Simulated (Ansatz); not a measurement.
**S2O (Disulfur monoxide): levels of theory compared**

We compute a comparison of 6 runs (B2PLYP/STO-3G, HSE06/STO-3G, UB3LYP/STO-3G, revPBE/STO-3G, MP2/STO-3G, UCCSD(T)/STO-3G) of S2O (Disulfur monoxide). 

The calculation is run with Ansatz 0.2.0.

53 further runs of the same task are left out: 20 that didn't finish, 33 set aside as unsound or not needed.

**1. The molecule**

S2O: 3 atoms, total charge 0, spin state singlet. As SMILES, `O=S=S`. The S3–S2 distance was set to 4.774 Å, away from the relaxed value. At this shape a bond of the SMILES string is far longer than usual.

Bond lengths: O1–S2 1.448 Å.

**2. A single-point energy at B2PLYP/STO-3G (run 1)**

Input file input.yaml:

```yaml
crystal:
  periodic: [false, false, false]
  atoms:
    - {symbol: O, position_ang: [2.756779, 2.357400, 1.685679]}
    - {symbol: S, position_ang: [2.884879, 0.951420, 1.361859]}
    - {symbol: S, position_ang: [-0.990830, -0.985060, -0.642420]}
basis:
  gaussian: {orbitals: STO-3G}
total_charge: 0
accuracy: high
correlation: {frozen_orbitals: {O: 1, S: 5}}
hamiltonian: {xc: {name: B2PLYP}}
```

Started as:

```console
$ ansatz run input.yaml --threads 1 --pin off --max-ram 2610MiB --events-out events.jsonl --progress --plain --runs-dir runs
```

Log:

```text
Warning: RAYON_NUM_THREADS=1 ignored (pool sized by the plan → 1); use --threads N
Functional definition: B2PLYP
  name "B2PLYP"
  parameter a = 0.53
  parameter c = 0.27
  exchange = (1 - a)*b88_x + a*exact_x
  correlation = (1 - c)*lyp_c + c*(mp2_os + mp2_ss)
359 factors; integrals over basis functions are off by at most 2.7e-8 eV
mean field evaluation 1: about -23391.3747 eV, gradient 1.8e1 eV
mean field evaluation 2: about -23391.3612 eV, gradient 1.8e1 eV
mean field evaluation 4: about -23368.3190 eV, gradient 9.5e1 eV
mean field evaluation 8: about -23428.5904 eV, gradient 9.7e-1 eV
mean field evaluation 16: about -23428.5872 eV, gradient 6.9e-4 eV
mean field evaluation 32: about -23428.5873 eV, gradient 1.6e-2 eV
mean field evaluation 64: about -23428.5875 eV, gradient 1.1e-3 eV
mean field evaluation 96: about -23428.5964 eV, gradient 1.3e-2 eV
mean field evaluation 128: about -23414.3452 eV, gradient 1.3e1 eV
mean field evaluation 160: about -23428.5892 eV, gradient 1.1e-4 eV
mean field evaluation 192: about -23428.5865 eV, gradient 1.7e-2 eV
mean field evaluation 224: about -23428.6054 eV, gradient 1.7e-1 eV
mean field evaluation 256: about -23428.5924 eV, gradient 2.2e-2 eV
mean field evaluation 288: about -23428.5892 eV, gradient 1.0e-8 eV
mean field -23428.58919342 eV, -860.9847723899 hartree, gradient 1.0e-8 eV, S^2 0.000000; 14 other end points of the search recorded, 0 dependent functions left out; unrestricted orbitals would lower it
11 core orbitals not correlated: weight in the atoms' cores, before any rotation towards them, 1.000 or more for the frozen orbitals, at most 0.000 for the correlated occupied ones
reference -23428.58921167 eV, -860.9847730606 hartree; 9, 9 occupied and 3, 3 virtual orbitals, 359 factors
second order -4.04281538 eV of doubles, -0.00000000 eV of singles
Total energy: -23429.68077182 eV, -861.0248871564 hartree
```

Wall time 47 s (1 thread of Arm Neoverse V1, shared host); peak memory 0.1 GiB.

**3. The energy at HSE06/STO-3G (run 2)**

Input file input.yaml:

```yaml
crystal:
  periodic: [false, false, false]
  atoms:
    - symbol: O
      position_ang: [2.756779, 2.357400, 1.685679]
    - symbol: S
      position_ang: [2.884879, 0.951420, 1.361859]
    - symbol: S
      position_ang: [-0.990830, -0.985060, -0.642420]
basis:
  gaussian:
    orbitals: STO-3G
hamiltonian:
  xc: {name: HSE06}
accuracy: high
```

Started as:

```console
$ ansatz run input.yaml --threads 1 --pin off --max-ram 2610MiB --events-out events.jsonl --progress --plain --runs-dir runs
```

Log, shortened:

```text
Warning: RAYON_NUM_THREADS=1 ignored (pool sized by the plan → 1); use --threads N
Functional definition: HSE06
  name "HSE06"
[...]
359 factors; integrals over basis functions are off by at most 2.7e-8 eV
65 factors; integrals over basis functions are off by at most 1.7e-9 eV
[...]
mean field -23430.81317902 eV, -861.0665023534 hartree, gradient 4.9e-9 eV, S^2 0.000000; 13 other end points of the search recorded, 0 dependent functions left out
reference -23430.81318060 eV, -861.0665024116 hartree; 20, 20 occupied and 3, 3 virtual orbitals, 359 factors
Total energy: -23430.81318060 eV, -861.0665024116 hartree
```

Run time: 33 s. Hardware: 1 thread of Arm Neoverse V1, shared host; peak memory 0.1 GiB.

Runs 3 to 5 aren't shown in full; the table further down has their settings and results.

**4. The energy at UCCSD(T)/STO-3G (run 6)**

Input file molecule.yaml:

```yaml
crystal:
  periodic: [false, false, false]
  atoms:
    - {symbol: O, position_ang: [2.756779, 2.357400, 1.685679]}
    - {symbol: S, position_ang: [2.884879, 0.951420, 1.361859]}
    - {symbol: S, position_ang: [-0.990830, -0.985060, -0.642420]}
basis:
  gaussian:
    orbitals: STO-3G
accuracy: high
correlation:
  method: ccsd_t
  frozen_orbitals: {O: 1, S: 5}
scf:
  omitted_lower_state_checks: [cluster_reference, increment]
magnetization:
  spin_polarized: true
  initial_magnetization: 0
```

Started as:

```console
$ ansatz run molecule.yaml --threads 1 --pin off --max-ram 2610MiB --events-out events.jsonl --progress --plain --runs-dir runs
```

Log:

```text
Warning: RAYON_NUM_THREADS=1 ignored (pool sized by the plan → 1); use --threads N
[... 32 lines left out ...]
11 core orbitals not correlated: weight in the atoms' cores, before any rotation towards them, 1.000 or more for the frozen orbitals, at most 0.000 for the correlated occupied ones
[... 79 lines left out ...]
Total energy: -23406.21415380 eV, -860.1625048504 hartree
Checks for a lower state left out: cluster_reference, increment
```

Run time: 5.7 s. Hardware: 1 thread of Arm Neoverse V1, shared host.

**5. The series**

```tsv
run	level	frozen core orbitals	energy (Eh)	wall time
1	B2PLYP/STO-3G	11	-861.024887	47 s
2	HSE06/STO-3G	–	-861.066502	33 s
3	UB3LYP/STO-3G	–	-861.541346	22 s
4	revPBE/STO-3G	–	-861.299577	9.3 s
5	MP2/STO-3G	11	-860.018843	1.6 s
6	UCCSD(T)/STO-3G	11	-860.162505	5.7 s
```

**6. Results**

| quantity | value |
| --- | --- |
| run 6: total energy | -860.16250 Eh |
| run 6: correlation energy (11 core orbitals frozen) | -83.3 mEh |
| run 6: (T) correction | -0.61 mEh |
| run 6: ⟨S²⟩ of the reference determinant | 2.004 |
| run 6: T1 diagnostic | 0.032 |

Totals of different functionals can't be ranked against each other. In runs 1, 5 the log says that unrestricted orbitals would lower the reference, so the values rest on an unstable closed-shell determinant (other closed-shell runs at this shape may share the fault). In runs 1, 2, 3, 4, 5, 6 the basis is minimal, so the values are rough. In runs 1, 2, 4, 5 a closed-shell determinant meets a far-stretched bond, which it describes badly. Spin contamination of the reference: run 6 ⟨S²⟩ = 2.00, run 3 ⟨S²⟩ = 2.00. Where it is this large, the reference is a mixture of spin states, and values that rest on it are in doubt. All runs together took 2 min, the longest 47 s.
